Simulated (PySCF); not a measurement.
## Dipole moment and polarisability of naphthalene

Compound: naphthalene, C₁₀H₈.
SMILES with atom numbers: `[cH:1]1[cH:2][cH:3][c:4]2[cH:5][cH:6][cH:7][cH:8][c:9]2[cH:10]1` (hydrogens: H11 on C1; H12 on C2; H13 on C3; H14 on C5; H15 on C6; H16 on C7; H17 on C8; H18 on C10)

Geometry (PBE0-D3(BJ)/def2-SVP, Å), atoms numbered from 1 in this order:
```xyz
18
C10H8 angstrom
C      2.2703    1.1175   -0.0546
C      2.5163   -0.2725    0.0350
C      1.4677   -1.1609    0.0811
C      0.1252   -0.7031    0.0405
C     -0.9785   -1.5937    0.0864
C     -2.2684   -1.1188    0.0455
C     -2.5146    0.2712   -0.0439
C     -1.4663    1.1600   -0.0901
C     -0.1237    0.7026   -0.0497
C      0.9805    1.5926   -0.0956
H      3.1115    1.8138   -0.0908
H      3.5453   -0.6383    0.0673
H      1.6547   -2.2359    0.1501
H     -0.7849   -2.6675    0.1554
H     -3.1095   -1.8152    0.0817
H     -3.5437    0.6367   -0.0760
H     -1.6537    2.2349   -0.1589
H      0.7873    2.6664   -0.1647
```

Level: wB97X-D/def2-SVPD (PySCF), static field, nuclei fixed, core orbitals frozen in the response. The polarisability tensor in these axes (au):

```
x   163.77   7.50   0.42
y     7.50 122.55  -3.64
z     0.42  -3.64  63.62
```

Task: What are the eigenvalues, a third of the trace, and Δα (Δα² = ½Σ(αi − αj)² over the three pairs)?

Result: Principal values 63.39, 121.46 and 165.09 au; mean 116.65 au = 17.29 Å³ = 19.23 × 10⁻⁴⁰ C²·m²/J; Δα = 88.37 au (76 % of the mean).

Task: What is the dipole moment?

Result: 0.00 D; point group D2h allows none.

Task: What would n − 1 = 2πNα be for an ideal gas of these molecules at 350 K and 1 atm, electronic part alone?

Result: N = p/kT = 2.0968 × 10¹⁹ cm⁻³, so n − 1 = 2π × N × 17.29 × 10⁻²⁴ cm³ = 2277 × 10⁻⁶ at long wavelengths.

Task: Estimate the molar refractivity from the static electronic polarisability.

Result: Lorentz–Lorenz: R = (4π/3)N_A α = 2.5225 cm³/(mol·Å³) × 17.29 Å³ = 43.6 cm³/mol, in the limit of long wavelengths.

Task: Form Σ f/ω² (atomic units) for the 10 lowest TDDFT singlets, given as eV and f, and set it beside the mean polarisability, which is this sum over all singlets: 4.61, 0.0000; 4.67, 0.0724; 6.12, 1.3599; 6.25, 0.0000; 6.38, 0.2545; 6.47, 0.0000; 6.59, 0.0000; 6.74, 0.0000; 7.00, 0.0000; 7.21, 0.0000.

Result: They add up to 33.92 au, 29.1 % of the 116.65 au; the largest single term is 26.84 au, from the state at 6.12 eV. Terms in order: 0.00, 2.46, 26.84, 0.00, 4.62, 0.00, 0.00, 0.00, 0.00, 0.00 au. Higher excitations give the rest. The strengths listed sum to 1.687.

Isolated species at its PBE0-D3(BJ)/def2-SVP geometry, gas phase.
